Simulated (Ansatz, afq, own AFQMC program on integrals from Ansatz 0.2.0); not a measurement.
Integrals from Ansatz 0.2.0, then the random walk in our own AFQMC program (afq).

```yaml
crystal:
  periodic: [false, false, false]
  atoms:
    - {symbol: Si, position_ang: [0.000000, -0.050740, 0.000000]}
    - {symbol: H, position_ang: [0.000000, 0.706913, -1.278374]}
    - {symbol: H, position_ang: [0.000000, 0.706912, 1.278374]}
basis:
  gaussian: {orbitals: cc-pVDZ}
magnetization: {spin_polarized: true, initial_magnetization: 2}
correlation: {method: ccsd_t, electrons: outside_noble_gas, hamiltonian_folder: ham}
```

```sh
$ ansatz run in.yaml --threads 1 --pin off --events-out ev --progress --plain --max-ram 16896MiB --backend cuda --devices 0, --max-vram 18GiB
```

afq runs on the folder ham with

```
--method phaseless --trial cisd --walkers 4000 --populations 20 --least-time 60 --time-step 0.005 --steps-per-block 50 --equilibration-blocks 28 --max-blocks 4000 --target-error 0.00015 --factor-cut 1e-05 --start spin_pure --seed 9333 --release-times 0.24,0.51,0.99,1.62,2.4 --release-step 0.03 --release-every 3 --taylor-order 6
```

Times are imaginary, in 1/Eh. The walk had a cap of 122 s. With eight or more populations the least sampling time is a fifth of least-time, and the error comes from their spread.

afq prints:

```
orbitals 23  electrons 4 2  factors 160 of 271
reference energy -290.01152088 Eh
CCSD correlation -0.09440522 Eh in 9 cycles, weight of the determinant in the CISD state 0.9381
energy of the start -290.105893 Eh
 block  time / (1/Eh)  mean weight  energy / Eh
     1     0.250  1.0003  -290.105578
     2     0.500  1.0000  -290.105865
     3     0.750  1.0001  -290.106289
     4     1.000  1.0000  -290.106733
     5     1.250  0.9997  -290.107075
    10     2.500  1.0000  -290.108002
    15     3.750  1.0000  -290.108016
    20     5.000  1.0000  -290.108317
    25     6.250  0.9999  -290.108136
    28     7.000  1.0000  -290.108015
    30     7.500  0.9999  -290.108117
    35     8.750  1.0002  -290.108404
    40    10.000  1.0001  -290.108272
    45    11.250  1.0000  -290.108250
    50    12.500  1.0001  -290.108231
    53    13.250  1.0001  -290.108547
    55    13.750  1.0000  -290.108356
    60    15.000  1.0000  -290.108310
    65    16.250  1.0001  -290.108322
    70    17.500  1.0002  -290.108136
    75    18.750  1.0001  -290.108159
    78    19.500  0.9998  -290.108284
error from the spread of 20 populations
released: time / (1/Eh)  energy / Eh  error  mean overlap
  0.24  -290.108318  0.000031  1.0000
  0.51  -290.108352  0.000029  0.9978
  0.99  -290.108372  0.000015  0.9970
  1.62  -290.108419  0.000018  0.9939
  2.40  -290.108438  0.000023  0.9900
energy -290.108264 +/- 0.000032 Eh
(rows thinned)
```

The run passed its tests (sampling time, drift between the halves within three errors, error under three times the target), which doesn't prove that it has relaxed.

Against this walk (error 0.9 meV) on the same determinant: CCSD(T) 13.3 meV higher, CCSDT(Q) 3.9 meV lower, CCSDTQ 4.0 meV lower, full CI 4.0 meV lower. The error is statistical and leaves out the bias of the constraint. Released to 2.40 1/Eh the energy lies 4.7 ± 1.1 meV (both errors) below the phaseless value, which shows part or all of the bias of the constraint, and full CI lies 0.7 meV above the released value.

Cautions: constraint bias not in the error; lower spins were not checked.

The walk took 25 s on 1 × NVIDIA H100 80GB HBM3 with 2 threads of AMD EPYC 7R13 Processor (Zen 3) (shared host) (the card was shared). The log's last line is the phaseless energy.

CCSDT and higher add their correlation energy to the determinant of the CCSD(T) run, since their own runs factorise the integrals more tightly (a shift of under 2 meV). A walk keeps the symmetry of its determinant, which the program's search chose and which needn't be the lowest solution, so a lower state of the same spin and another symmetry isn't excluded.
